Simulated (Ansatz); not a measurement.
Solid chlorine, treated with G0W0@HSE06 (hard PAW, contour deformation; Ansatz, a first-principles code).

The cell has the measured lattice parameters. Conventional cell: a = 6.3080 Å, b = 4.5583 Å, c = 8.1549 Å, α = 90.00°, β = 90.00°, γ = 90.00°.

The quasiparticle gap at Γ at a fixed k mesh 4×4×2:

```json
[
 {"response cutoff": "100 eV, 489 empty bands", "value (eV)": "6.516"},
 {"response cutoff": "150 eV, 899 empty bands", "value (eV)": "6.567"},
 {"response cutoff": "200 eV, 1383 empty bands", "value (eV)": "6.585"}
]
```

Q: Taking the value to converge with the response cutoff E as E^(−3/2), extrapolate from the last two rows.

A: With y = y∞ + c/w and weights w = 1837 and 2828 for the last two rows, y∞ = (w2 y2 − w1 y1)/(w2 − w1) = (2828 × 6.585 − 1837 × 6.567)/991 = 6.618 eV, which lies 0.033 beyond the last row. Successive pairs of rows give 6.628, 6.618. The limit also hangs on the law assumed, so its last digits aren't firm.

The other settings are not extrapolated, so this is the limit in one setting alone.

Note: GW on a hybrid start was not checked against another program.
